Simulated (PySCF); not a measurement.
Bond curve of LiH

Set-up: PySCF, no relativity, basis sets Li aug-cc-pVDZ, H aug-cc-pVDZ. Energies in eV from Li + H in their ground configurations at the same level. State: ¹Σ⁺ (singlet), closed shell.

Curves on a restricted Hartree–Fock reference rise too fast on stretching and do not dissociate correctly.

```json
{"R (Å)": "1.385", "RHF": "-1.195", "RHF-CCSD": "", "MN15": "-2.566"}
{"R (Å)": "1.449", "RHF": "-1.314", "RHF-CCSD": "-2.351", "MN15": "-2.670"}
{"R (Å)": "1.513", "RHF": "-1.387", "RHF-CCSD": "-2.408", "MN15": "-2.731"}
{"R (Å)": "1.562", "RHF": "-1.416", "RHF-CCSD": "-2.426", "MN15": "-2.753"}
{"R (Å)": "1.610", "RHF": "-1.427", "RHF-CCSD": "-2.425", "MN15": "-2.758"}
{"R (Å)": "1.658", "RHF": "-1.423", "RHF-CCSD": "-2.410", "MN15": "-2.749"}
{"R (Å)": "1.723", "RHF": "-1.398", "RHF-CCSD": "-2.371", "MN15": "-2.719"}
{"R (Å)": "1.803", "RHF": "-1.340", "RHF-CCSD": "-2.301", "MN15": "-2.658"}
{"R (Å)": "1.900", "RHF": "-1.241", "RHF-CCSD": "-2.197", "MN15": "-2.558"}
{"R (Å)": "2.029", "RHF": "-1.075", "RHF-CCSD": "", "MN15": "-2.395"}
```

Task: Put a parabola through the three lowest points of the RHF curve and estimate Re, k and ωe (reduced mass 0.8812 u; 1 eV/Å² = 0.16022 mdyn/Å; ωe = 1302.8·√(k/μ) cm⁻¹).

Result: Through R = 1.562, 1.61, 1.658 Å the second-order coefficient is 3.26 eV/Å², so Re ≈ 1.621 Å, k ≈ 1.04 mdyn/Å and ωe ≈ 1417 cm⁻¹. A polynomial fit of higher order to the unrounded RHF energies gives Re = 1.620 Å, k = 1.02 mdyn/Å, ωe = 1400 cm⁻¹; anharmonicity and rounding make the difference.

The higher-order fit for each curve: RHF: Re = 1.620 Å, ωe = 1400 cm⁻¹, De = 1.43 eV; RHF-CCSD: Re = 1.584 Å, ωe = 1480 cm⁻¹, De = 2.43 eV; MN15: Re = 1.602 Å, ωe = 1385 cm⁻¹, De = 2.76 eV.

Correlated steps freeze no core orbitals. Correlated levels converge slowly with the basis: in double zeta they bind strong bonds too weakly, by up to about 1 eV, and carry superposition errors of some tenths. Where the molecule has an RHF reference, its open-shell atoms are computed with UHF.
